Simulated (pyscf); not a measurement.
Optimised with ωB97X-D3(BJ)/def2-SVP in PySCF.

### Question
For the elementary gas-phase step H₂N–B(OH)–Cl + hydrogen chloride (HCl) → H₂N–B(Cl)–Cl + water (H₂O) (singlet surface; B–O, Cl–H broken, B–Cl, H–O formed), what barrier and reaction energy does ωB97M-D3(BJ)/def2-TZVP give, measured from the separated reactants?

### Answer
ΔE‡ = 1.08 eV, ΔE = +0.44 eV. Zero-point energy shifts the barrier by +0.04 eV. It is a four-centre exchange, with an imaginary mode of 636i cm⁻¹. On the reactant side the descent ends in a complex, 0.26 eV under the separated species and 1.32 eV under the saddle at ωB97X-D3(BJ)/def2-TZVP. The products may also form a dative adduct at H₂N–B(Cl)–Cl; it and routes through it were not searched. The same reactants have a lower exit, to HO–B(Cl)–Cl + NH₃ (barrier +0.54 eV at ωB97M-D3(BJ), against +1.08 eV here). This is the saddle that the search found; another between the same sides may lie lower.
